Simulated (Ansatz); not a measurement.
We consider rock-salt TiC, described by PBEsol (PAW; Ansatz, a program for electronic structure).

Settings: plane-wave cutoff 520 eV, 26×26×26 k mesh, Fermi–Dirac smearing 0.055 eV (set by the program), no spin polarisation, scalar-relativistic PAW data made under PBE.

The cell has the measured lattice: a = 4.327 Å, b = 4.327 Å, c = 4.327 Å, α = 90.00°, β = 90.00°, γ = 90.00°.

Q: Give the computed Voigt–Reuss–Hill bulk modulus, Poisson ratio, polycrystal shear modulus (Hill average), elastic constant C44, elastic constant C11 and elastic constant C12.

A: 
- Voigt–Reuss–Hill bulk modulus = 243 GPa
- Poisson ratio = 0.206
- polycrystal shear modulus (Hill average) = 178 GPa
- elastic constant C44 = 168 GPa
- elastic constant C11 = 502 GPa
- elastic constant C12 = 114 GPa

Measured, for comparison: elastic constant C44 175 GPa (temperature not stated, no zero-point or thermal correction; as tabulated in Jochym et al. (1999), arXiv:1301.6077); elastic constant C11 500 GPa (temperature not stated, no zero-point or thermal correction, our sources range from 500 to 514; as tabulated in Jochym et al. (1999), arXiv:1301.6077); elastic constant C12 113 GPa (temperature not stated, no zero-point or thermal correction, our sources range from 106 to 113; as tabulated in Jochym et al. (1999), arXiv:1301.6077). Computed (rounded) less measured: elastic constant C44 -4 %, elastic constant C11 +0.4 % (inside the range of the sources held), elastic constant C12 +0.9 % (+0.9 % to +8 % over the range).

Note: the cell isn't this level's own, so it is under some stress, which shifts stiffness and frequencies.

Elastic constants are with the ions relaxed.
